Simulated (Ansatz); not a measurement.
# CHOSi+ (triplet): from Hartree-Fock to the top rungs, def2-TZVPP

The task here is to estimate one member of a computed series from the others.

Method: def2-TZVPP, core rule «outside noble gas», up to 7 orbitals frozen; program: Ansatz 0.2.0, Gaussian basis.

The runs, in order: UHF; ROHF; CCSD(T) on UHF.

2 further runs of the same task are left out: 2 set aside as unsound or not needed.

## The geometry

The geometry is a PBE0/def2-TZVP stationary point (not a proven minimum) of the parent state, kept for this charge and spin.

4 atoms, charge 1, spin multiplicity 3.

Atoms are counted from 1 here; the program's logs count them from 0.

Bond lengths: C1–O2 1.127 Å, Si3–H4 1.529 Å.

The first run:

The input, in.yaml:

```yaml
crystal:
  periodic: [false, false, false]
  atoms:
    - {symbol: C, position_ang: [0.000000, -0.024020, 2.154831]}
    - {symbol: O, position_ang: [0.000000, 0.064782, 1.031260]}
    - {symbol: Si, position_ang: [0.000000, -0.078311, -1.463067]}
    - {symbol: H, position_ang: [0.000000, 1.439987, -1.279434]}
basis:
  gaussian: {orbitals: def2-TZVPP}
total_charge: 1
magnetization: {spin_polarized: true, initial_magnetization: 2}
hamiltonian: {xc: hf}
output: {orbitals: {seedname: orbitals}}
```

Command:

```
$ ansatz run in.yaml --threads 1 --pin off --events-out ev --progress --plain --max-ram 4096MiB --backend cpu
```

Among the steps run: UHF; ROHF; CCSD(T) on UHF.

One of the session's tables, all rows but one given; the rest of the session is left out.

```
  method  from UCCSD(T) (kJ/mol)
    ROHF                 +1167.8
     UHF                 +1157.8
    UMP2                       ?
   UCCSD                   +49.1
UCCSD(T)                       0
```

**Question.** Estimate the row for UMP2.

The run gave: from UCCSD(T) (kJ/mol): +108.3. In the column «from UCCSD(T) (kJ/mol)» it lies between UCCSD (+49.1) and UHF (+1157.8).
